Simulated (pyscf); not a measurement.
Single points on ωB97X-D3(BJ)/def2-SVP structures (PySCF, gas phase).

Task: How much does it cost (ΔH, 298 K, ωB97M-D3(BJ)/def2-TZVP) to split `[CH3][Ge]([CH3])([CH3])[Cl]` at its Cl–Ge bond into H₃C–Ge•(CH₃)–CH₃ + Cl•?

Result: Cl–Ge to H₃C–Ge•(CH₃)–CH₃ + Cl•: 441.5 kJ/mol. The 7 functionals that were run give +429.0 (B3LYP-D3(BJ)) to +457.8 kJ/mol (ωB97X-D3(BJ)/def2-TZVP). Other isomers of H₃C–Ge•(CH₃)–CH₃ were not searched in full and may lie lower. Left out: the spin-orbit lowering of Cl. Elements up to Kr have no core potential and no relativistic terms here.
